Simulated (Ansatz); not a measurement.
BH₃O₃, SMILES `OB(O)O` from Hartree–Fock to CCSD(T)

Z-matrix (Å, degrees):
```
B
O 1 1.366
O 1 1.366 2 120.0
O 1 1.366 2 120.0 3 -180.0
H 2 0.960 1 112.2 3 -0.0
H 3 0.960 1 112.2 2 -180.0
H 4 0.960 1 112.2 2 0.0
```

The species carries charge 0 and has multiplicity 1. Geometry: relaxed with PBE0-D4/def2-TZVP. It is one conformer, not always the lowest. Frozen core, restricted reference, Ansatz. CBS rows extrapolate triple and quadruple zeta.

```csv
basis,HF (Eh),MP2 corr.,CCSD corr.,(T),CCSD(T) total
def2-TZVPP,-251.31373,-0.81342,-0.82312,-0.02854,-252.16539
def2-QZVPP,-251.32587,-0.87949,-0.88115,-0.03281,-252.23983
CBS(def2),-251.32754,-0.92842,-0.92414,-0.03598,-252.28766
```
